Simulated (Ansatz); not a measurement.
## C2H4F2 (1,1-difluoroethane): entropy by statistical mechanics

A singlet with charge 0, relaxed at PBE/def2-SVP (Ansatz 0.2.0):

```xyz
8

C     0.0013    0.7798    0.0241
C    -0.0477   -0.7290   -0.0102
F     0.9362   -1.2513    0.7893
F     0.1703   -1.1791   -1.2870
H     0.9941    1.1196   -0.3302
H    -0.1582    1.1465    1.0562
H    -0.7813    1.2052   -0.6329
H    -1.0225   -1.1489    0.3348
```

Harmonic wavenumbers in cm⁻¹: 244, 370, 456, 557, 855, 922, 1112, 1127, 1129, 1320, 1344, 1378, 1408, 1410, 2961, 2994, 3098, 3098.

Masses in u: C 12.011, F 18.998, H 1.008. Take T = 298.15 K, p = 1 bar, R = 8.3145 J/(mol K), kT/hc = 207.22 cm⁻¹, rigid rotor and harmonic oscillator.

Work out S° at 298 K.


1. Translation (Sackur–Tetrode): S = R[3/2 ln M + 5/2 ln T − 1.1517] with M = 66.05 gives 161.1 J/(mol K).
2. Rotation: principal moments 54.241, 56.783, 98.957 u Å² give A, B, C = 0.3108, 0.2969, 0.1704 cm⁻¹; the symmetry number is σ = 1; q = (√π/σ)√((kT/hc)³/ABC) = 42164; S = R(ln q + 3/2) = 101.0.
3. Vibration: with u = ν̃/207.22, each mode gives R[u/(eᵘ − 1) − ln(1 − e⁻ᵘ)]; the sum is 19.8, most from 244 cm⁻¹ (7.4), 370 cm⁻¹ (4.5), 456 cm⁻¹ (3.3).
4. Electronic: R ln 1 = 0.0, from the spin multiplicity alone.
5. Sum: 161.1 + 101.0 + 19.8 + 0.0 = 281.9 J/(mol K).

No measured value is set beside it here. Where a soft mode is a torsion, a harmonic oscillator describes it poorly.
